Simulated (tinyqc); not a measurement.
Extended Hueckel theory, for LiH+, step by step. The parameters take no account of the charge, which enters only through the electron count. One step of it, computed by the program tinyqc.

Problem. Wolfsberg-Helmholz matrix. H_ij = K' S_ij (H_ii + H_jj)/2 for i != j (the diagonal keeps H_ii), with K' = 1.75.

overlap S, order 1Li 2s, 1Li 2px, 1Li 2py, 1Li 2pz, 2H 1s:
$$\begin{pmatrix}
1.000000 & 0.000000 & 0.000000 & 0.000000 & 0.373751 \\
0.000000 & 1.000000 & 0.000000 & 0.000000 & 0.000000 \\
0.000000 & 0.000000 & 1.000000 & 0.000000 & 0.000000 \\
0.000000 & 0.000000 & 0.000000 & 1.000000 & 0.488358 \\
0.373751 & 0.000000 & 0.000000 & 0.488358 & 1.000000
\end{pmatrix}$$

diagonal H_ii (eV): 1Li 2s -5.400000, 1Li 2px -3.500000, 1Li 2py -3.500000, 1Li 2pz -3.500000, 2H 1s -13.600000

K = 1.750000

Give: H.

Solution.

H (eV), order 1Li 2s, 1Li 2px, 1Li 2py, 1Li 2pz, 2H 1s:
$$\begin{pmatrix}
-5.4000 & 0.0000 & 0.0000 & 0.0000 & -6.2136 \\
0.0000 & -3.5000 & 0.0000 & 0.0000 & 0.0000 \\
0.0000 & 0.0000 & -3.5000 & 0.0000 & 0.0000 \\
0.0000 & 0.0000 & 0.0000 & -3.5000 & -7.3071 \\
-6.2136 & 0.0000 & 0.0000 & -7.3071 & -13.6000
\end{pmatrix}$$
